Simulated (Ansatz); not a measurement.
# C₅H₁₂O: ionisation energy by level of theory

One table from this session's results is given with a row withheld; the runs are named, their logs left out.

Program: Ansatz 0.2.0, Gaussian basis. Level of theory: unrestricted cation, the program's frozen cores in correlated methods. These are calculated values, not measurements.

Levels to be run: UKS PBE-D4/def2-TZVPP; UKS r2SCAN-D4/def2-TZVPP; UKS PBE0-D4/def2-TZVPP; UKS B3LYP-D4/def2-TZVPP; UKS wB97X-V/def2-TZVPP; UKS wB97M-V/def2-TZVPP; UKS B2PLYP/def2-TZVPP; UHF-CCSD(T)/def2-TZVPP; UHF-MP2/def2-QZVPP; extrapolation to the limit; then −ε(HOMO) from the neutral's earlier runs with LDA (SPW92), PBE-D4, revPBE-D4, BLYP-D4, r2SCAN-D4, B97M-V, PBE0-D4, B3LYP-D4, r2SCANh-D4, r2SCAN0-D4, HSE06-D4, BHLYP-D4, CAM-B3LYP-D4, LC-ωPBE, ωB97X-V, ωB97M-V.

## The geometry

An earlier PBE0-D4 in a triple-zeta def2 set relaxation fixed the geometry.

18 atoms, charge 0, spin multiplicity 1.

Atoms are counted from 1 here; the program's logs count them from 0.

Bond lengths: C1–C2 1.519 Å, C1–H7 1.093 Å, C1–H8 1.094 Å, C1–H9 1.092 Å, C2–C3 1.525 Å, C2–H10 1.094 Å, C2–H11 1.098 Å, C3–C4 1.521 Å, C3–C5 1.523 Å, C3–H12 1.102 Å, C4–H13 1.093 Å, C4–H14 1.095 Å, C4–H15 1.091 Å, C5–O6 1.412 Å, C5–H16 1.099 Å, C5–H17 1.095 Å, O6–H18 0.961 Å. Angles: C2–C1–H7 112.2°, C2–C1–H8 111.0°, C2–C1–H9 111.1°, H7–C1–H8 107.6°, H7–C1–H9 107.3°, H8–C1–H9 107.5°, C1–C2–C3 114.3°, C1–C2–H10 109.5°, C1–C2–H11 109.8°, C3–C2–H10 108.3°, C3–C2–H11 108.4°, H10–C2–H11 106.2°, C2–C3–C4 112.6°, C2–C3–C5 111.0°, C2–C3–H12 108.0°, C4–C3–C5 109.6°, C4–C3–H12 108.1°, C5–C3–H12 107.3° and more.

The first run:

The input, in.yaml:

```yaml
crystal:
  periodic: [false, false, false]
  atoms:
    - {symbol: C, position_ang: [-1.777597, -1.245597, -0.051927]}
    - {symbol: C, position_ang: [-0.287171, -1.023230, 0.140383]}
    - {symbol: C, position_ang: [0.182696, 0.392114, -0.179420]}
    - {symbol: C, position_ang: [-0.350801, 1.422651, 0.804364]}
    - {symbol: C, position_ang: [1.703105, 0.465832, -0.221107]}
    - {symbol: O, position_ang: [2.291972, -0.386512, -1.180470]}
    - {symbol: H, position_ang: [-2.377187, -0.620575, 0.614062]}
    - {symbol: H, position_ang: [-2.078632, -1.017637, -1.078862]}
    - {symbol: H, position_ang: [-2.048384, -2.285015, 0.146731]}
    - {symbol: H, position_ang: [0.270942, -1.720836, -0.490224]}
    - {symbol: H, position_ang: [-0.007469, -1.256328, 1.175749]}
    - {symbol: H, position_ang: [-0.185172, 0.654273, -1.184087]}
    - {symbol: H, position_ang: [-0.007055, 2.429509, 0.552777]}
    - {symbol: H, position_ang: [-0.009589, 1.198080, 1.820085]}
    - {symbol: H, position_ang: [-1.441662, 1.442012, 0.818898]}
    - {symbol: H, position_ang: [2.015492, 1.507770, -0.381129]}
    - {symbol: H, position_ang: [2.111892, 0.151674, 0.744676]}
    - {symbol: H, position_ang: [1.994608, -0.108179, -2.050498]}
basis:
  gaussian: {orbitals: def2-TZVPP}
total_charge: 1
magnetization: {spin_polarized: true, initial_magnetization: 1}
hamiltonian: {xc: pbe, dispersion: d4}
```

Started as:

```
ansatz run in.yaml --threads 2 --pin off --events-out ev --progress --plain --max-ram 22528MiB --backend cuda --devices 0, --max-vram 18GiB
```

Steps of the session up to this table: Cation, UKS PBE-D4/def2-TZVPP; Cation, UKS r2SCAN-D4/def2-TZVPP; Cation, UKS PBE0-D4/def2-TZVPP; Cation, UKS B3LYP-D4/def2-TZVPP; Cation, UKS wB97X-V/def2-TZVPP; Cation, UKS wB97M-V/def2-TZVPP; Cation, UKS B2PLYP (frozen core)/def2-TZVPP; Cation, UHF-CCSD(T)/def2-TZVPP; Cation, UHF-MP2/def2-QZVPP.

One table of the session follows, with a row left open; its other results are not shown here.

Orbital estimates, from the neutral's runs:

| functional | −ε(HOMO) (eV) |
| --- | --- |
| LDA (SPW92) | 6.28 |
| PBE-D4 | 6.12 |
| revPBE-D4 | 6.05 |
| BLYP-D4 | 6.04 |
| r2SCAN-D4 | 6.45 |
| B97M-V | 6.62 |
| PBE0-D4 | 7.73 |
| B3LYP-D4 | 7.50 |
| r2SCANh-D4 | 7.05 |
| r2SCAN0-D4 | 7.96 |
| HSE06-D4 | 7.32 |
| BHLYP-D4 | 9.28 |
| CAM-B3LYP-D4 | 9.21 |
| LC-ωPBE | 10.53 |
| ωB97X-V | ? |
| ωB97M-V | 10.15 |

**Question.** Estimate the row for ωB97X-V.

**Answer.** −ε(HOMO) (eV): 10.21. In the column «−ε(HOMO) (eV)» it lies between ωB97M-V (10.15) and LC-ωPBE (10.53).
